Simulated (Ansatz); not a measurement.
## hcp Sc

The numbers are results of PBEsol (PAW; Ansatz, a program for electronic structure), not measurements.

Run with plane-wave cutoff 520 eV, 24×24×12 k mesh (along the axes of the cell as run), Fermi–Dirac smearing 0.024 eV (set by the program), scalar-relativistic PAW data made under PBE.

Cell (relaxed at this level):

Sc is modelled in the hexagonal space group P6₃/mmc (No. 194), the hcp (Mg type) structure, Pearson symbol hP2. Conventional cell: a = 3.277 Å, b = 3.277 Å, c = 5.085 Å, α = 90.00°, β = 90.00°, γ = 120.00°. Sc on 2c has 12 Sc at 3.169–3.277 Å (anticuboctahedral). (Neighbours: up to the widest gap in distance over summed covalent radii, below 1.35, at either atom.)

| Item | Result |
|---|---|
| elastic constant C11 | 107 GPa |
| elastic constant C12 | 38.9 GPa |
| elastic constant C13 | 30.1 GPa |
| elastic constant C33 | 105 GPa |
| elastic constant C44 | 32.2 GPa |
| elastic constant C66 | 33.9 GPa |
| Voigt–Reuss–Hill bulk modulus | 57.3 GPa |
| Voigt–Reuss–Hill shear modulus (Hill average) | 34.1 GPa |
| Young modulus | 85.5 GPa |
| Poisson ratio | 0.252 |

Measured, for comparison: elastic constant C11 99 GPa, elastic constant C13 29 GPa, elastic constant C33 107 GPa, elastic constant C44 28 GPa (temperature not stated, no zero-point or thermal correction; as tabulated in Mehl and Papaconstantopoulos (1996), arXiv:mtrl-th/9602003). Computed (rounded) less measured: elastic constant C11 +8 %, elastic constant C13 +4 %, elastic constant C33 -2 %, elastic constant C44 +15 %. A static lattice is as a rule a little smaller and stiffer than an uncorrected measurement, which narrows the difference in the elastic constant C11, elastic constant C13 and would widen misses of the other sign.

Elastic constants are with the ions relaxed.

Computed values are for the static lattice.

Computing time: roughly 27 core-minutes.
